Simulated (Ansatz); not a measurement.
Relaxation of C₂HF₂N (6 atoms, charge 0, multiplicity 1), to a largest force component of 0.02 eV/Å in at most 40 steps.

Level of theory: Ansatz, RKS B3LYP-D4/def2-SVP.

```xyz
6
Properties=species:S:1:pos:R:3:forces:R:3
N 1.179 -1.803 0.609 -3.91 5.79 -1.90
C 0.518 -0.819 0.286 4.13 -5.82 2.10
C -0.277 0.383 -0.081 3.49 1.31 0.62
F -1.365 0.040 -0.619 -3.98 -1.22 -1.39
F 0.419 1.091 -1.033 0.25 -0.01 0.48
H -0.432 1.044 0.792 0.02 -0.05 0.08
```

Q: Where does it end, and by what steps?

A: The forces met the threshold. After 4 steps the energy has fallen by 0.476 eV; F4 moved furthest, 0.07 Å.

| step | energy less start (eV) | largest force component (eV/Å) | accepted |
| --- | --- | --- | --- |
| 0 | 0.0000 | 5.818 | yes |
| 1 | -0.4325 | 1.830 | yes |
| 2 | -0.4689 | 0.748 | yes |
| 3 | -0.4762 | 0.075 | yes |
| 4 | -0.4763 | 0.010 | yes |

```xyz
6
Properties=species:S:1:pos:R:3
N 1.144 -1.753 0.604
C 0.536 -0.823 0.284
C -0.240 0.384 -0.093
F -1.426 0.014 -0.617
F 0.447 1.091 -1.014
H -0.419 1.022 0.791
```

Time of the run: 8.8 s on 1 thread of Arm Neoverse V2 (shared host), peak memory 0.13 GiB.
